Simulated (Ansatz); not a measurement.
Pt (fcc, Cu type): values from a third-order Birch-Murnaghan fit to a volume scan beside measured ones. Computed values: r2SCAN (plane waves to 500 eV, PAW, scalar-relativistic; Ansatz, a quantum-chemistry and plane-wave program). Pt is run without spin polarisation. Pt was relaxed with its symmetry unable to fall. Spin-orbit coupling is left out, though Pt is heavy. The PAW data are Ansatz's earlier set.

```tsv
quantity	reference	kind	r2SCAN	difference
Lattice constant a (Å)	3.913	measured, corrected to the static lattice	3.940	+0.7 %
Bulk modulus B₀ (GPa)	289	measured, corrected to the static lattice	271	-6.3 %
```

r2SCAN overestimates the lattice constant a by 0.7 %. r2SCAN underestimates the bulk modulus B₀ by 6.3 %.

References as given in: Daniel Mejia-Rodriguez, S. B. Trickey, Physical Review B (2018), arXiv:1807.09216; H. Levämäki, M. P. J. Punkkinen, K. Kokko et al., Physical Review B (2014), arXiv:1402.3671.

(Under strain, the slope of the energy per volume gives the stress and its curvature an elastic modulus.)
